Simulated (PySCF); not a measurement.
## Two-dimensional NMR puzzle

Compound of formula C$_{3}$H$_{6}$O. Correlations simulated from computed shifts and couplings:

HSQC (one-bond C–H):
| δH | δC | $^{1}J$(C,H) (Hz) |
| --- | --- | --- |
| 4.68 | 74.8 | 153 |
| 2.55 | 23.9 | 143 |

COSY cross peaks (|J| ≥ 2 Hz):
| δH | δH | abs. J (Hz) | bonds |
| --- | --- | --- | --- |
| 4.68 | 2.55 | 10.0 | 3 |

HMBC (two and three bonds, |J| ≥ 2.5 Hz):
| δH | δC [abs. J in Hz] |
| --- | --- |
| 4.68 | 74.8 [2.6], 23.9 [2.5] |
| 2.55 | 74.8 [3.7] |

Level of theory: geometry: PBE0-D3(BJ)/def2-SVP, spin–spin couplings from B3LYP/pcJ-1 (without the spin–dipole term), GIAO B97-2/pcSseg-2 shieldings, in PySCF 2.14.0 with density-fitted response routines (equivalent nuclei averaged, non-relativistic, single conformer, no solvent).

Shifts are taken against calculated references (same method and geometry level): $^{1}$H and $^{13}$C vs TMS.

Exchangeable hydrogens are left out of these lists, and C,H couplings along chains are those of one rotamer, so weak HMBC peaks may be missing or extra.

Which molecule is this?

Results:

Oxetane (C1CCO1).

Numbering as in the mapped SMILES `[CH2:1]1[CH2:2][O:3][CH2:4]1` (H(Xn): hydrogen on atom n).

1. δC 74.8 is C2/C4, an sp3 CH2 bonded to O (δH 4.68).
2. δC 23.9 is C1, an sp3 CH2 in a ring (δH 2.55).
3. COSY links 4.68–2.55.

Unscaled 3J(H,H) at this level run about 10 % above measured values. Shifts are as computed. Against solution values, carbons near 30 ppm lie about +4 ppm off and those near 130 ppm about +7 ppm. Of 1211 compounds with measured shifts, 218 miss one by over three times the rms of a fit or turn the order of signals round; such compounds aren't used in these exercises. Only one conformer was computed, so three-bond couplings in flexible chains and rings are approximate.
